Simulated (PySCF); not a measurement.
## Ionisation energy of Ar by level of theory

Ar [Ar] (1S) → Ar⁺ [Ne] 3s2 3p5 (2P), as a difference of total energies. All numbers are calculated (PySCF 2.14, scalar relativity by spin-free X2C-1e, in x2c-TZVPall (5s5p2d1f, 37 functions)). Correlated levels: valence: [Ne] frozen. The calculations carry no spin-orbit coupling.

```tsv
method	ionisation energy (eV)	error (eV)
UHF	14.557	-1.262
PBE	15.668	-0.151
B3LYP	15.759	-0.060
MP2 (valence)	15.667	-0.152
SCS-MP2 (valence)	15.563	-0.256
CCSD (valence)	15.484	-0.335
CCSD(T) (valence)	15.524	-0.295
```

Reference: 15.819 eV (measured; NIST levels, between the centres of gravity of the two terms).

Errors of the correlated levels include the incompleteness of this basis and the frozen core.
